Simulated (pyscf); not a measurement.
# Substitution at Si: `[F][N][F]` [doublet] + `[SiH3][SiH3]` → `[F][N]([F])[SiH3]` + `[SiH3]` [doublet]

Gas phase, doublet surface, charge 0. Bonds broken: Si4–Si5. Bonds formed: N2–Si4. Single points on ωB97X-D3(BJ)/def2-SVP structures (PySCF, gas phase).

Transition state (Å):

```xyz
11

F      1.1491     0.3915     2.3270
N      0.2074    -0.5723     2.0827
F     -0.7388    -0.3366     3.0439
Si    -0.6663    -0.0499     0.2998
Si    -1.7412     0.7282    -1.7929
H     -0.9631     1.2962     0.8708
H      0.6226    -0.2929    -0.4018
H     -1.6500    -1.1548     0.4529
H     -0.9867     1.9129    -2.2935
H     -1.6925    -0.3816    -2.7889
H     -3.1538     1.0969    -1.4896
```

One imaginary mode, 943i cm⁻¹; descent along it reached the two sides named, in the forms told below.

```tsv
bond	change	reactant side (Å)	saddle	product side
Si4–Si5	breaks	2.336	2.478	3.2
N2–Si4	forms	3.4	2.053	1.842
```

Electronic energies relative to the separated reactants (kJ/mol):

```json
[
 {"level": "ωB97X-D3(BJ)/def2-TZVP", "barrier": "108.1", "reaction energy": "+87.5"},
 {"level": "PBE/def2-TZVP", "barrier": "53.9", "reaction energy": "+72.7"},
 {"level": "r²SCAN/def2-TZVP", "barrier": "65.0", "reaction energy": "+70.0"},
 {"level": "B3LYP-D3(BJ)/def2-TZVP", "barrier": "80.0", "reaction energy": "+65.4"},
 {"level": "PBE0-D3(BJ)/def2-TZVP", "barrier": "80.9", "reaction energy": "+76.8"},
 {"level": "M06-2X/def2-TZVP", "barrier": "83.6", "reaction energy": "+40.5"},
 {"level": "ωB97M-D3(BJ)/def2-TZVP", "barrier": "100.5", "reaction energy": "+61.3"},
 {"level": "HF/def2-TZVP", "barrier": "201.5", "reaction energy": "+79.5"}
]
```

With ωB97M-D3(BJ)/def2-TZVP energies and thermal terms (ideal gas, 1 atm, RRHO with modes under 100 cm⁻¹ raised to 100, one conformer, R ln 2 for chiral ones without a mode under 150 cm⁻¹), in kJ/mol:

| T (K) | ΔH‡ | ΔG‡ | ΔH | ΔG |
|---|---|---|---|---|
| 298 | 101.0 | 143.4 | +61.4 | +62.2 |
| 600 | 103.9 | 185.3 | +61.7 | +62.8 |
| 900 | 106.8 | 225.3 | +61.8 | +63.4 |
| 1200 | 109.6 | 264.4 | +61.8 | +63.9 |

On the product side the descent ends in a complex, 17.1 kJ/mol under the separated species and 37.6 kJ/mol under the saddle at ωB97X-D3(BJ)/def2-TZVP. At PBE, r²SCAN the saddle lies under the separated products, which points to a path from their complex (located at ωB97X-D3(BJ) alone), and parting the products costs more than the saddle. F–N(F)–SiH₃ lies 846.8 kJ/mol over its isomer H₂N–SiH(F)–F (electronic energy, ωB97M-D3(BJ)/def2-TZVP). One saddle was located; it need not be the lowest between these sides. The angle at the attacked Si is 176°.
